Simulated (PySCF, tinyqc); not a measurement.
Inside a calculation (part 1 of 2). Method: RKS/PBE0 in the sto-3g basis, for CH2, spin multiplicity 1. The lowest restricted solution is unstable here: a spin-polarised one lies 0.0401 hartree lower (PySCF). Computed by tinyqc, a small Python program that keeps every step (integrals from PySCF). Settings: charge = 0, multiplicity = 1, basis = sto-3g, energy threshold = 1e-10, iteration cap = 75, orthogonalisation = symmetric, start = core, DIIS depth = 4, method = RKS, functional = pbe0, grid = [15, 14]. Command: `OMP_NUM_THREADS=1 python tinyqc.py 20503 20504 out.jsonl` (the two numbers bound the seeds that draw the settings). One thread of a shared host (Intel(R) Xeon(R) Processor @ 2.60GHz), about 0.9 s of CPU time with the checks. Later iterations appear only in the table of the cycle.

## One-electron integrals

Geometry (angstrom):
```
atom       x        y       z
C     0.0000   0.0000  0.0000
H     0.0000   1.0310  0.5190
H     0.0000  -1.0310  0.5190
```

Basis sto-3g: exponents (1/bohr^2) and contraction coefficients of normalised primitives:
```
element  l (shell)  exponent  coefficient
C            s (1)   71.6168       0.1543
C            s (1)   13.0451       0.5353
C            s (1)    3.5305       0.4446
C            s (2)    2.9412      -0.1000
C            s (2)    0.6835       0.3995
C            s (2)    0.2223       0.7001
C            p (3)    2.9412       0.1559
C            p (3)    0.6835       0.6077
C            p (3)    0.2223       0.3920
H            s (1)    3.4253       0.1543
H            s (1)    0.6239       0.5353
H            s (1)    0.1689       0.4446
```

Overlap, kinetic and nuclear-attraction integrals over the contracted functions; the nuclear repulsion is the sum of Za Zb / Rab.

nuclear repulsion = 5.758091 hartree

overlap S, lower triangle:
```
         1C 1s   1C 2s  1C 2px   1C 2py  1C 2pz   2H 1s   3H 1s
1C 1s   1.0000
1C 2s   0.2484  1.0000
1C 2px  0.0000  0.0000  1.0000
1C 2py  0.0000  0.0000  0.0000   1.0000
1C 2pz  0.0000  0.0000  0.0000   0.0000  1.0000
2H 1s   0.0536  0.4544  0.0000   0.3969  0.1998  1.0000
3H 1s   0.0536  0.4544  0.0000  -0.3969  0.1998  0.1076  1.0000
```

kinetic energy T (hartree), lower triangle:
```
          1C 1s   1C 2s  1C 2px   1C 2py  1C 2pz    2H 1s   3H 1s
1C 1s   15.8911
1C 2s   -0.0859  0.4722
1C 2px   0.0000  0.0000  1.4777
1C 2py   0.0000  0.0000  0.0000   1.4777
1C 2pz   0.0000  0.0000  0.0000   0.0000  1.4777
2H 1s   -0.0120  0.0871  0.0000   0.1994  0.1004   0.7600
3H 1s   -0.0120  0.0871  0.0000  -0.1994  0.1004  -0.0107  0.7600
```

nuclear attraction V (hartree), lower triangle:
```
           1C 1s    1C 2s   1C 2px   1C 2py   1C 2pz    2H 1s    3H 1s
1C 1s   -34.5697
1C 2s    -4.4200  -6.0874
1C 2px    0.0000   0.0000  -5.9697
1C 2py    0.0000   0.0000   0.0000  -6.1511
1C 2pz   -0.0136  -0.1429   0.0000   0.0000  -6.0157
2H 1s    -0.9702  -2.3205   0.0000  -1.8747  -0.9734  -4.1879
3H 1s    -0.9702  -2.3205   0.0000   1.8747  -0.9734  -0.5111  -4.1879
```

core Hamiltonian H = T + V (hartree), lower triangle:
```
           1C 1s    1C 2s   1C 2px   1C 2py   1C 2pz    2H 1s    3H 1s
1C 1s   -18.6785
1C 2s    -4.5058  -5.6152
1C 2px    0.0000   0.0000  -4.4920
1C 2py    0.0000   0.0000   0.0000  -4.6734
1C 2pz   -0.0136  -0.1429   0.0000   0.0000  -4.5379
2H 1s    -0.9822  -2.2334   0.0000  -1.6754  -0.8731  -3.4279
3H 1s    -0.9822  -2.2334   0.0000   1.6754  -0.8731  -0.5218  -3.4279
```

## Two-electron integrals

Functions are numbered as in S; the eight-fold symmetry (ij|kl) = (ji|kl) = (kl|ij) leaves the list below.

Two-electron integrals (ij|kl) in chemists' order, unique and non-zero (hartree):
```
(11|11) 3.5419      (21|11) 0.5769      (21|21) 0.1119      (22|11) 0.8547
(22|21) 0.2053      (22|22) 0.6247      (31|31) 0.0203      (32|31) 0.0309
(32|32) 0.1380      (33|11) 0.8524      (33|21) 0.2053      (33|22) 0.6246
(33|33) 0.6728      (41|41) 0.0203      (42|41) 0.0309      (42|42) 0.1380
(43|43) 0.0363      (44|11) 0.8524      (44|21) 0.2053      (44|22) 0.6246
(44|33) 0.6003      (44|44) 0.6728      (51|51) 0.0203      (52|51) 0.0309
(52|52) 0.1380      (53|53) 0.0363      (54|54) 0.0363      (55|11) 0.8524
(55|21) 0.2053      (55|22) 0.6246      (55|33) 0.6003      (55|44) 0.6003
(55|55) 0.6728      (61|11) 0.1253      (61|21) 0.0242      (61|22) 0.0442
(61|33) 0.0441      (61|41) 0.0013      (61|42) 0.0025      (61|44) 0.0445
(61|51) 0.0007      (61|52) 0.0012      (61|54) 1.89e-04    (61|55) 0.0442
(61|61) 0.0053      (62|11) 0.3006      (62|21) 0.0732      (62|22) 0.2450
(62|33) 0.2391      (62|41) 0.0062      (62|42) 0.0429      (62|44) 0.2530
(62|51) 0.0031      (62|52) 0.0216      (62|54) 0.0070      (62|55) 0.2426
(62|61) 0.0165      (62|62) 0.1259      (63|31) 0.0074      (63|32) 0.0392
(63|43) 0.0084      (63|53) 0.0042      (63|63) 0.0155      (64|11) 0.2288
(64|21) 0.0564      (64|22) 0.2002      (64|33) 0.1901      (64|41) 0.0116
(64|42) 0.0718      (64|44) 0.2175      (64|51) 0.0021      (64|52) 0.0164
(64|54) 0.0096      (64|55) 0.1928      (64|61) 0.0133      (64|62) 0.1223
(64|64) 0.1321      (65|11) 0.1152      (65|21) 0.0284      (65|22) 0.1008
(65|33) 0.0957      (65|41) 0.0021      (65|42) 0.0164      (65|44) 0.1011
(65|51) 0.0085      (65|52) 0.0475      (65|54) 0.0111      (65|55) 0.1055
(65|61) 0.0067      (65|62) 0.0616      (65|64) 0.0587      (65|65) 0.0450
(66|11) 0.4502      (66|21) 0.1115      (66|22) 0.4242      (66|33) 0.4017
(66|41) 0.0120      (66|42) 0.1105      (66|44) 0.4552      (66|51) 0.0060
(66|52) 0.0556      (66|54) 0.0269      (66|55) 0.4152      (66|61) 0.0255
(66|62) 0.2754      (66|64) 0.2954      (66|65) 0.1487      (66|66) 0.7746
(71|11) 0.1253      (71|21) 0.0242      (71|22) 0.0442      (71|33) 0.0441
(71|41) -0.0013     (71|42) -0.0025     (71|44) 0.0445      (71|51) 0.0007
(71|52) 0.0012      (71|54) -1.89e-04   (71|55) 0.0442      (71|61) 0.0051
(71|62) 0.0154      (71|64) 0.0113      (71|65) 0.0063      (71|66) 0.0233
(71|71) 0.0053      (72|11) 0.3006      (72|21) 0.0732      (72|22) 0.2450
(72|33) 0.2391      (72|41) -0.0062     (72|42) -0.0429     (72|44) 0.2530
(72|51) 0.0031      (72|52) 0.0216      (72|54) -0.0070     (72|55) 0.2426
(72|61) 0.0154      (72|62) 0.0881      (72|64) 0.0619      (72|65) 0.0418
(72|66) 0.1488      (72|71) 0.0165      (72|72) 0.1259      (73|31) 0.0074
(73|32) 0.0392      (73|43) -0.0084     (73|53) 0.0042      (73|63) 0.0100
(73|73) 0.0155      (74|11) -0.2288     (74|21) -0.0564     (74|22) -0.2002
(74|33) -0.1901     (74|41) 0.0116      (74|42) 0.0718      (74|44) -0.2175
(74|51) -0.0021     (74|52) -0.0164     (74|54) 0.0096      (74|55) -0.1928
(74|61) -0.0113     (74|62) -0.0619     (74|64) -0.0347     (74|65) -0.0288
(74|66) -0.0976     (74|71) -0.0133     (74|72) -0.1223     (74|74) 0.1321
(75|11) 0.1152      (75|21) 0.0284      (75|22) 0.1008      (75|33) 0.0957
(75|41) -0.0021     (75|42) -0.0164     (75|44) 0.1011      (75|51) 0.0085
(75|52) 0.0475      (75|54) -0.0111     (75|55) 0.1055      (75|61) 0.0063
(75|62) 0.0418      (75|64) 0.0288      (75|65) 0.0295      (75|66) 0.0748
(75|71) 0.0067      (75|72) 0.0616      (75|74) -0.0587     (75|75) 0.0450
(76|11) 0.0654      (76|21) 0.0160      (76|22) 0.0548      (76|33) 0.0535
(76|44) 0.0553      (76|51) 0.0012      (76|52) 0.0084      (76|55) 0.0555
(76|61) 0.0035      (76|62) 0.0247      (76|64) 0.0209      (76|65) 0.0133
(76|66) 0.0496      (76|71) 0.0035      (76|72) 0.0247      (76|74) -0.0209
(76|75) 0.0133      (76|76) 0.0059      (77|11) 0.4502      (77|21) 0.1115
(77|22) 0.4242      (77|33) 0.4017      (77|41) -0.0120     (77|42) -0.1105
(77|44) 0.4552      (77|51) 0.0060      (77|52) 0.0556      (77|54) -0.0269
(77|55) 0.4152      (77|61) 0.0233      (77|62) 0.1488      (77|64) 0.0976
(77|65) 0.0748      (77|66) 0.2559      (77|71) 0.0255      (77|72) 0.2754
(77|74) -0.2954     (77|75) 0.1487      (77|76) 0.0496      (77|77) 0.7746
```

## Orthogonalisation

S = U s U^T; symmetric (Loewdin) form X = U s^(-1/2) U^T, so that X^T S X = 1.

eigenvalues of S: 0.3285  0.3823  0.8862  1.0000  1.0793  1.5101  1.8136

X, lower triangle:
```
          1C 1s    1C 2s  1C 2px   1C 2py   1C 2pz    2H 1s   3H 1s
1C 1s    1.0269
1C 2s   -0.1518   1.2525
1C 2px   0.0000   0.0000  1.0000
1C 2py   0.0000   0.0000  0.0000   1.1772
1C 2pz  -0.0096   0.0981  0.0000   0.0000   1.0421
2H 1s    0.0251  -0.3099  0.0000  -0.2828  -0.1336   1.2223
3H 1s    0.0251  -0.3099  0.0000   0.2828  -0.1336  -0.0316  1.2223
```

## Starting guess

The start is the orbitals of the core Hamiltonian; D = 2 C_occ C_occ^T.

D at the start, lower triangle:
```
          1C 1s    1C 2s  1C 2px   1C 2py   1C 2pz    2H 1s   3H 1s
1C 1s    2.1290
1C 2s   -0.5508   2.3313
1C 2px   0.0000   0.0000  2.0000
1C 2py   0.0000   0.0000  0.0000   2.5104
1C 2pz  -0.2235   0.9901  0.0000   0.0000   0.4206
2H 1s    0.0853  -0.3414  0.0000  -0.3894  -0.1450   0.1104
3H 1s    0.0853  -0.3414  0.0000   0.3894  -0.1450  -0.0104  0.1104
```

## Iteration 1: exchange-correlation on the grid

Becke grid with 15 radial and 14 angular points per atom, points of zero weight dropped. rho = sum D_ij phi_i phi_j; V_xc,ij = sum w v_xc phi_i phi_j plus the gradient terms; v_xc is d(rho eps)/d rho at fixed gradient. Exact exchange is left to K.

The 8 grid points with the largest w rho, of 630 (bohr, atomic units):
```
x              y       z       w     rho  |grad rho|^2   eps_xc     v_xc
1.6074    0.0000  0.0000  1.2494  0.1354        0.0910  -0.3418  -0.4254
-1.6074   0.0000  0.0000  1.2494  0.1354        0.0910  -0.3418  -0.4254
-0.6351  -0.6351  0.6351  0.4748  0.3544        0.3516  -0.4536  -0.5901
-0.6351   0.6351  0.6351  0.4748  0.3544        0.3516  -0.4536  -0.5901
0.6351   -0.6351  0.6351  0.4748  0.3544        0.3516  -0.4536  -0.5901
0.6351    0.6351  0.6351  0.4748  0.3544        0.3516  -0.4536  -0.5901
1.1000    0.0000  0.0000  0.4472  0.3481        0.2948  -0.4510  -0.5879
-1.1000   0.0000  0.0000  0.4472  0.3481        0.2948  -0.4510  -0.5879
```

electrons on the grid, sum of w rho = 7.9193

E_xc = sum of w rho eps_xc = -5.020484 hartree

V_xc (hartree), lower triangle:
```
          1C 1s    1C 2s   1C 2px   1C 2py   1C 2pz    2H 1s    3H 1s
1C 1s   -1.7381
1C 2s   -0.2521  -0.4526
1C 2px   0.0000   0.0000  -0.4721
1C 2py   0.0000   0.0000   0.0000  -0.4696
1C 2pz  -0.0055  -0.0452   0.0000   0.0000  -0.4045
2H 1s   -0.0556  -0.1622   0.0000  -0.1240  -0.0702  -0.1991
3H 1s   -0.0556  -0.1622   0.0000   0.1240  -0.0702  -0.0353  -0.1991
```

## Iteration 1: building the Kohn-Sham matrix

J_ij = sum D_kl (ij|kl), K_ij = sum D_kl (ik|jl); F = H + J - 0.125 K + V_xc; E = tr D H + tr D J / 2 - 0.0625 tr D K + E_xc + E_nn.

Coulomb J (hartree), lower triangle:
```
          1C 1s   1C 2s  1C 2px   1C 2py  1C 2pz   2H 1s   3H 1s
1C 1s   12.4086
1C 2s    2.4244  5.5324
1C 2px   0.0000  0.0000  5.5743
1C 2py   0.0000  0.0000  0.0000   5.5586
1C 2pz   0.0411  0.1895  0.0000   0.0000  5.4481
2H 1s    0.5263  2.1195  0.0000   1.6969  0.8949  3.5134
3H 1s    0.5263  2.1195  0.0000  -1.6969  0.8949  0.4729  3.5134
```

exchange K (hartree), lower triangle:
```
         1C 1s   1C 2s  1C 2px   1C 2py  1C 2pz   2H 1s   3H 1s
1C 1s   7.2747
1C 2s   1.2972  1.7860
1C 2px  0.0000  0.0000  1.7196
1C 2py  0.0000  0.0000  0.0000   1.6993
1C 2pz  0.0226  0.5345  0.0000   0.0000  0.6464
2H 1s   0.2965  0.6687  0.0000   0.4333  0.2620  0.4116
3H 1s   0.2965  0.6687  0.0000  -0.4333  0.2620  0.1535  0.4116
```

Kohn-Sham matrix F (hartree), lower triangle:
```
          1C 1s    1C 2s  1C 2px   1C 2py   1C 2pz    2H 1s    3H 1s
1C 1s   -8.9174
1C 2s   -2.4957  -0.7586
1C 2px   0.0000   0.0000  0.3953
1C 2py   0.0000   0.0000  0.0000   0.2031
1C 2pz   0.0191  -0.0654  0.0000   0.0000   0.4248
2H 1s   -0.5485  -0.3597  0.0000  -0.1566  -0.0812  -0.1650
3H 1s   -0.5485  -0.3597  0.0000   0.1566  -0.0812  -0.1034  -0.1650
```

total energy of this density = -36.937261 hartree

## Iteration 1: diagonalisation and new density

Diagonalise F' = X^T F X, C = X C', fill 4 alpha and 4 beta electrons from the bottom; D = 2 C_occ C_occ^T. Each column has its largest component positive (the first on a tie).

F' = X^T F X (hartree), lower triangle:
```
         1        2       3        4        5        6       7
1  -8.6947
2  -1.4299  -0.0456
3   0.0000   0.0000  0.3953
4   0.0000   0.0000  0.0000   0.4803
5   0.0030   0.0645  0.0000   0.0000   0.4959
6  -0.0726  -0.2746  0.0000  -0.3021  -0.1478   0.1096
7  -0.0726  -0.2746  0.0000   0.3021  -0.1478  -0.0483  0.1096
```

orbital energies (hartree): MO1 -8.9279, MO2 -0.2670, MO3 -0.1376, MO4 0.3245, MO5 0.3953, MO6 0.6874, MO7 0.7757

coefficients C:
```
            MO1      MO2      MO3      MO4     MO5      MO6      MO7
1C 1s    0.9899  -0.1787   0.0000  -0.2018  0.0000  -0.1618   0.0000
1C 2s    0.0422   0.4419   0.0000   0.9009  0.0000   0.8860   0.0000
1C 2px   0.0000   0.0000   0.0000   0.0000  1.0000   0.0000   0.0000
1C 2py   0.0000   0.0000   0.3405   0.0000  0.0000   0.0000   1.1958
1C 2pz   0.0017   0.0824   0.0000  -0.5740  0.0000   0.8917   0.0000
2H 1s   -0.0093   0.4439   0.5684  -0.4123  0.0000  -0.6754  -0.7369
3H 1s   -0.0093   0.4439  -0.5684  -0.4123  0.0000  -0.6754   0.7369
```

D after iteration 1, lower triangle:
```
          1C 1s    1C 2s  1C 2px   1C 2py  1C 2pz   2H 1s   3H 1s
1C 1s    2.1054
1C 2s   -0.4381   2.0173
1C 2px   0.0000   0.0000  0.0000
1C 2py   0.0000   0.0000  0.0000   0.2319
1C 2pz   0.2055  -0.9614  0.0000   0.0000  0.6726
2H 1s   -0.0107  -0.3514  0.0000   0.3871  0.5465  1.3805
3H 1s   -0.0107  -0.3514  0.0000  -0.3871  0.5465  0.0881  1.3805
```

## Iteration 2: exchange-correlation on the grid

As before.

The 8 grid points with the largest w rho, of 630 (bohr, atomic units):
```
x              y        z       w     rho  |grad rho|^2   eps_xc     v_xc
0.0000    0.0000  -1.6074  1.2510  0.1132        0.0642  -0.3245  -0.4007
0.0000    0.0000  -1.1000  0.4472  0.2964        0.1956  -0.4294  -0.5597
0.9280    0.9280  -0.9280  1.3913  0.0740        0.0289  -0.2877  -0.3459
0.9280   -0.9280  -0.9280  1.3913  0.0740        0.0289  -0.2877  -0.3459
-0.9280   0.9280  -0.9280  1.3913  0.0740        0.0289  -0.2877  -0.3459
-0.9280  -0.9280  -0.9280  1.3913  0.0740        0.0289  -0.2877  -0.3459
0.6351    0.6351  -0.6351  0.5024  0.1952        0.1074  -0.3785  -0.4893
0.6351   -0.6351  -0.6351  0.5024  0.1952        0.1074  -0.3785  -0.4893
```

electrons on the grid, sum of w rho = 8.0376

E_xc = sum of w rho eps_xc = -4.582637 hartree

V_xc (hartree), lower triangle:
```
          1C 1s    1C 2s   1C 2px   1C 2py   1C 2pz    2H 1s    3H 1s
1C 1s   -1.7151
1C 2s   -0.2355  -0.4001
1C 2px   0.0000   0.0000  -0.3598
1C 2py   0.0000   0.0000   0.0000  -0.4217
1C 2pz   0.0042   0.0249   0.0000   0.0000  -0.4078
2H 1s   -0.0515  -0.1719   0.0000  -0.1558  -0.0741  -0.3941
3H 1s   -0.0515  -0.1719   0.0000   0.1558  -0.0741  -0.0374  -0.3941
```

## Iteration 2: building the Kohn-Sham matrix

As before.

Coulomb J (hartree), lower triangle:
```
          1C 1s   1C 2s  1C 2px   1C 2py  1C 2pz   2H 1s   3H 1s
1C 1s   10.8795
1C 2s    2.0725  4.8098
1C 2px   0.0000  0.0000  4.7018
1C 2py   0.0000  0.0000  0.0000   4.9013
1C 2pz  -0.0168  0.0011  0.0000   0.0000  4.8091
2H 1s    0.4484  1.9391  0.0000   1.6267  0.8147  3.6673
3H 1s    0.4484  1.9391  0.0000  -1.6267  0.8147  0.4333  3.6673
```

exchange K (hartree), lower triangle:
```
         1C 1s    1C 2s  1C 2px   1C 2py  1C 2pz   2H 1s   3H 1s
1C 1s   7.1754
1C 2s   1.2034   1.5701
1C 2px  0.0000   0.0000  0.3381
1C 2py  0.0000   0.0000  0.0000   1.0894
1C 2pz  0.0080  -0.2587  0.0000   0.0000  1.0653
2H 1s   0.2682   0.7726  0.0000   0.6838  0.3405  1.4605
3H 1s   0.2682   0.7726  0.0000  -0.6838  0.3405  0.1834  1.4605
```

Kohn-Sham matrix F (hartree), lower triangle:
```
           1C 1s    1C 2s   1C 2px   1C 2py   1C 2pz    2H 1s    3H 1s
1C 1s   -10.4111
1C 2s    -2.8193  -1.4018
1C 2px    0.0000   0.0000  -0.1922
1C 2py    0.0000   0.0000   0.0000  -0.3300
1C 2pz   -0.0271  -0.0845   0.0000   0.0000  -0.2698
2H 1s    -0.6188  -0.5628   0.0000  -0.2899  -0.1750  -0.3372
3H 1s    -0.6188  -0.5628   0.0000   0.2899  -0.1750  -0.1488  -0.3372
```

total energy of this density = -38.284402 hartree

## Iteration 2: DIIS over 2 matrices

error matrix X^T (FDS - SDF) X:
```
         1        2       3        4        5        6        7
1   0.0000  -0.0042  0.0000   0.0000  -0.0016   0.0321   0.0321
2   0.0042   0.0000  0.0000   0.0000  -0.0350  -0.2061  -0.2061
3   0.0000   0.0000  0.0000   0.0000   0.0000   0.0000   0.0000
4   0.0000   0.0000  0.0000   0.0000   0.0000  -0.3185   0.3185
5   0.0016   0.0350  0.0000   0.0000   0.0000  -0.3475  -0.3475
6  -0.0321   0.2061  0.0000   0.3185   0.3475   0.0000   0.0000
7  -0.0321   0.2061  0.0000  -0.3185   0.3475   0.0000   0.0000
```

B (overlaps of the stored error matrices):
```
                1               2
1   3.5912434e+00  -1.6376610e+00
2  -1.6376610e+00   1.0652187e+00
```

Minimise |sum c_i e_i|^2 with sum c_i = 1: solve [B -1; -1 0][c; lambda] = [0; -1] with B_ij = tr e_i^T e_j, and take F = sum c_i F_i.

DIIS coefficients: 0.3408  0.6592

extrapolated F (hartree), lower triangle:
```
          1C 1s    1C 2s  1C 2px   1C 2py   1C 2pz    2H 1s    3H 1s
1C 1s   -9.9021
1C 2s   -2.7090  -1.1826
1C 2px   0.0000   0.0000  0.0080
1C 2py   0.0000   0.0000  0.0000  -0.1483
1C 2pz  -0.0114  -0.0780  0.0000   0.0000  -0.0331
2H 1s   -0.5948  -0.4936  0.0000  -0.2445  -0.1430  -0.2785
3H 1s   -0.5948  -0.4936  0.0000   0.2445  -0.1430  -0.1333  -0.2785
```

## Iteration 2: diagonalisation and new density

As before.

F' = X^T F X (hartree), lower triangle:
```
         1        2       3        4        5        6       7
1  -9.6786
2  -1.4671  -0.4798
3   0.0000   0.0000  0.0080
4   0.0000   0.0000  0.0000   0.0969
5  -0.0245   0.0388  0.0000   0.0000   0.0289
6  -0.0795  -0.2909  0.0000  -0.2992  -0.1507   0.0451
7  -0.0795  -0.2909  0.0000   0.2992  -0.1507  -0.0498  0.0451
```

orbital energies (hartree): MO1 -9.9100, MO2 -0.5509, MO3 -0.3272, MO4 -0.0648, MO5 0.0080, MO6 0.3915, MO7 0.5189

coefficients C:
```
            MO1      MO2      MO3      MO4     MO5      MO6      MO7
1C 1s    0.9916  -0.2293   0.0000   0.1251  0.0000  -0.1657   0.0000
1C 2s    0.0360   0.7215   0.0000  -0.5763  0.0000   0.9693   0.0000
1C 2px   0.0000   0.0000   0.0000   0.0000  1.0000   0.0000   0.0000
1C 2py   0.0000   0.0000   0.5483   0.0000  0.0000   0.0000   1.1159
1C 2pz   0.0046   0.1359   0.0000   0.7967  0.0000   0.6915   0.0000
2H 1s   -0.0085   0.2538   0.4279   0.2643  0.0000  -0.8301  -0.8264
3H 1s   -0.0085   0.2538  -0.4279   0.2643  0.0000  -0.8301   0.8264
```

D after iteration 2, lower triangle:
```
          1C 1s    1C 2s  1C 2px   1C 2py  1C 2pz    2H 1s   3H 1s
1C 1s    2.1028
1C 2s   -0.4037   1.7079
1C 2px   0.0000   0.0000  0.0000
1C 2py   0.0000   0.0000  0.0000   0.6012
1C 2pz   0.1461  -0.7219  0.0000   0.0000  1.3065
2H 1s   -0.0671   0.0610  0.0000   0.4693  0.4900   0.6349
3H 1s   -0.0671   0.0610  0.0000  -0.4693  0.4900  -0.0976  0.6349
```
